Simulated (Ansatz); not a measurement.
# BSiH (singlet): the correlation ladder at distance B2–H3 = 1.186 Å, 6-31G

How much of the correlation energy of BSiH (singlet) does each wave-function method recover here?

The runs use Ansatz 0.2.0, Gaussian basis; 6-31G, core rule «outside noble gas», up to 6 orbitals frozen.

Plan: UHF; CCSD(T) on RHF; CCSD(T) on UHF; BCCD(T) on RHF; CISD; CCSDT(Q) on RHF; CCSDT(Q) on UHF; CISDTQ; CCSDTQ on RHF; CCSDTQ on UHF; CASSCF and MRCISD+Q, 2 electrons in 2 orbitals; CASSCF and NEVPT2, 2 electrons in 2 orbitals; CASSCF and MRCISD+Q, 8 electrons in 9 orbitals; CASSCF and MRCISD+Q(relaxed), 8 electrons in 9 orbitals; CASSCF and NEVPT2, 8 electrons in 9 orbitals; Full CI.

20 further runs of the same task are left out: 2 for a known fault of the program, 16 that didn't finish, 2 set aside as unsound or not needed.

### Step 1. The system

The geometry derives from a PBE0/def2-TZVP stationary point (not a proven minimum). One bond is set to the value named and the two fragments are kept rigid.

3 atoms, charge 0, spin multiplicity 1.

Atoms are counted from 1 here; the program's logs count them from 0.

Bond lengths: Si1–B2 1.895 Å, B2–H3 1.186 Å. Angles: Si1–B2–H3 180.0°.

### Step 2. UHF

in.yaml reads:

```yaml
crystal:
  periodic: [false, false, false]
  atoms:
    - {symbol: Si, position_ang: [0.000000, 0.000000, 1.658754]}
    - {symbol: B, position_ang: [0.000000, 0.000000, -0.236394]}
    - {symbol: H, position_ang: [0.000000, 0.000000, -1.422360]}
basis:
  gaussian: {orbitals: 6-31G}
magnetization: {spin_polarized: true, initial_magnetization: 0}
hamiltonian: {xc: hf}
output: {orbitals: {seedname: orbitals}}
```

Command:

```
$ ansatz run in.yaml --threads 1 --pin off --events-out ev --progress --plain --max-ram 2393MiB
```

The runs that follow: CCSD(T) on RHF; CCSD(T) on UHF; BCCD(T) on RHF; CISD; CCSDT(Q) on RHF; CCSDT(Q) on UHF; CISDTQ; CCSDTQ on RHF; CCSDTQ on UHF; CASSCF and MRCISD+Q, 2 electrons in 2 orbitals; CASSCF and NEVPT2, 2 electrons in 2 orbitals; CASSCF and MRCISD+Q, 8 electrons in 9 orbitals; CASSCF and MRCISD+Q(relaxed), 8 electrons in 9 orbitals; CASSCF and NEVPT2, 8 electrons in 9 orbitals; Full CI.

**Question.** What will the summary of the whole plan be? Wanted: FCI below the RHF energy; RMP2 from FCI; RCCSD from FCI; RCCSD(T) from FCI; RCCSDT(Q) from FCI; NEVPT2 valence from FCI; MRCISD+Q valence from FCI; MRCISD+Q(relaxed) valence from FCI; T1 diagnostic.

The runs gave:

| quantity | value |
| --- | --- |
| FCI below the RHF energy | -3.2861 eV |
| RMP2 from FCI | +91.3 kJ/mol |
| RCCSD from FCI | +19.2 kJ/mol |
| RCCSD(T) from FCI | +10.4 kJ/mol |
| RCCSDT(Q) from FCI | +1.3 kJ/mol |
| NEVPT2 valence from FCI | +22.7 kJ/mol |
| MRCISD+Q valence from FCI | +0.3 kJ/mol |
| MRCISD+Q(relaxed) valence from FCI | -0.3 kJ/mol |
| levels within 1 kcal/mol (43 meV) | RCCSDT(Q), RCCSDTQ, MRCISD valence, MRCISD+Q valence, MRCISD+Q(relaxed) valence |
| T1 diagnostic | 0.016 |
| effectively unpaired electrons | 2.06 |

What this shows: RCCSD(T) lands +10.4 kJ/mol from the yardstick (3.3 % of the correlation energy). MRCISD+Q(relaxed) valence falls below full CI: the +Q correction isn't variational, and the cores differ from full CI's. With 2.1 effectively unpaired electrons against 0 the state is strongly multireference. Coupled cluster on one determinant still stays close here. Of the multireference levels listed MRCISD+Q valence comes nearest in total energy (+0.3 kJ/mol), which doesn't show that its space is the better one. These misses are within one basis, not against nature.
